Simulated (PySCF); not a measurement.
**How methods differ on the electron affinity of Cl**

Cl⁻ [Ar] (1S) → Cl [Ne] 3s2 3p5 (2P), as a difference of total energies. Computed with PySCF 2.14 in aug-cc-pwCVTZ, with the non-relativistic Hamiltonian (point nucleus). Correlated levels: valence: [Ne] frozen; valence and next inner shell: 1s2 frozen; nothing frozen. The calculations carry no spin-orbit coupling.

| method | electron affinity (eV) |
| --- | --- |
| UHF | 2.374 |
| LDA | 3.934 |
| PBE | 3.651 |
| PBE0 | 3.568 |
| r2SCAN | 3.607 |
| BP86 | 3.770 |
| wB97X | 3.619 |
| TPSSh | 3.560 |
| revPBE | 3.581 |
| MP2 (valence) | 3.633 |
| SCS-MP2 (valence) | 3.534 |
| MP2 (valence and next inner shell) | 3.642 |
| SCS-MP2 (valence and next inner shell) | 3.541 |
| MP2 (all electrons) | 3.643 |
| SCS-MP2 (all electrons) | 3.541 |

Task: How much does correlation contribute at MP2 (all electrons)?

Result: 3.643 − (2.374) = 1.269 eV, measured against UHF.

A first-order spin-orbit estimate (lowest level to lowest level, LS coupling) adds -0.034 eV.

Errors of the correlated levels include the incompleteness of this basis and the frozen core.

In the anion the highest occupied orbital energy is positive at LDA, PBE, r2SCAN, BP86, revPBE, a self-interaction effect; the basis confines that electron, and the energy difference can still be sensible.

For comparison: 3.613 eV (measured; photodetachment measurements, as compiled on the Wikipedia data page of electron affinities).
